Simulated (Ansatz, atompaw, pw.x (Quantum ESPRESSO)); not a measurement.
# What a changed setting does to a pw.x run (bcc N)

Potential: PAW, atompaw 4.2.0.5, PBEsol; core [He], reference 2s2 2p3; waves: 2s (bound): rc 2.05 bohr; 2s channel at -1.05 Ry: rc 2.05 bohr; 2p (bound): rc 2.05 bohr; 2p channel at 1.7 Ry: rc 2.05 bohr; 3d channel at 0.45 Ry: rc 1.95 bohr; 3d channel at 1.45 Ry: rc 2.05 bohr; local part: ultrasoft scheme with l = 3 at 0 Ry, radius 1.85 bohr; core correction: smooth core density matched at 2.05 bohr; augmentation: gaussian compensation charge, radius 2.00 bohr; PAW radius 2.05 bohr; waves and projectors: custom rrkj vanderbiltortho.

The reference run (k-mesh 18³, cutoffs 40/400 Ry, Fermi–Dirac 0.01 Ry, mixing_beta 0.4, conv_thr 1e-9, no spin) gives -2.24 GPa at 6.897 Å³/atom, where all-electron LAPW gives -0.77 GPa. This run, with its own iteration cap, changes smearing to mp.

```
&control
  calculation='scf', prefix='x', pseudo_dir='./', outdir='./tmp', tstress=.true., disk_io='none'
/
&system
  ibrav=0, nat=1, ntyp=1, ecutwfc=40, ecutrho=400, nbnd=9,
  occupations='smearing', smearing='mp', degauss=0.01
/
&electrons
  conv_thr=1e-09, mixing_beta=0.4, electron_maxstep=70
/
ATOMIC_SPECIES
N 1.0 N.UPF
CELL_PARAMETERS angstrom
  -1.19913132 1.19913132 1.19913132
  1.19913132 -1.19913132 1.19913132
  1.19913132 1.19913132 -1.19913132
ATOMIC_POSITIONS crystal
N 0.0000 0.0000 0.0000
K_POINTS automatic
18 18 18 0 0 0
```

```bash
pw.x < N.scf.in > N.scf.out
```

Question: How does the run end?

Answer: It converges in 6 iterations; the free energy moves by +16.7 meV/atom and the pressure by -0.84 GPa. This scheme is built to cancel the term in the square of the width that Fermi–Dirac smearing leaves in the F of a metal.

```
Message from routine setup:
     using ibrav=0 with symmetry is DISCOURAGED, use correct ibrav instead
     lattice parameter (alat)  =       3.9249  a.u.
     unit-cell volume          =      46.5433 (a.u.)^3
     number of electrons       =         5.00
     number of Kohn-Sham states=            9
     kinetic-energy cutoff     =      40.0000  Ry
     charge density cutoff     =     400.0000  Ry
     scf convergence threshold =      1.0E-09
     Exchange-correlation= SLA PW PSX PSC
     number of k points=   195  Methfessel-Paxton smearing, width (Ry)=  0.0100
     iteration #  1     ecut=    40.00 Ry     beta= 0.40
     total energy              =     -27.50523910 Ry
     estimated scf accuracy    <       0.00251923 Ry
     iteration #  2     ecut=    40.00 Ry     beta= 0.40
     total energy              =     -27.50685728 Ry
     estimated scf accuracy    <       0.00102876 Ry
     iteration #  3     ecut=    40.00 Ry     beta= 0.40
     total energy              =     -27.50690144 Ry
     estimated scf accuracy    <       0.00001407 Ry
     iteration #  4     ecut=    40.00 Ry     beta= 0.40
     total energy              =     -27.50690686 Ry
     estimated scf accuracy    <       0.00000008 Ry
     iteration #  5     ecut=    40.00 Ry     beta= 0.40
     total energy              =     -27.50690697 Ry
     estimated scf accuracy    <       0.00000002 Ry
     iteration #  6     ecut=    40.00 Ry     beta= 0.40
     the Fermi energy is     9.3769 ev
!    total energy              =     -27.50690698 Ry
     estimated scf accuracy    <          3.1E-10 Ry
     smearing contrib. (-TS)   =      -0.00000697 Ry
     The total energy is F=E-TS. E is the sum of the following terms:
     one-electron contribution =       4.06070280 Ry
     hartree contribution      =       1.85337168 Ry
     xc contribution           =      -4.74469196 Ry
     ewald contribution        =     -20.07494274 Ry
     one-center paw contrib.   =      -8.60133979 Ry
     convergence has been achieved in   6 iterations
          total   stress  (Ry/bohr**3)                   (kbar)     P=      -30.76
     Message from routine punch:
     Nothing written, as per user request (disk_io='none')
```

The run took about 7.4 s on one core of a shared host (Intel(R) Xeon(R) Platinum 8259CL CPU @ 2.50GHz, 96 threads, 755 GiB, load 32).
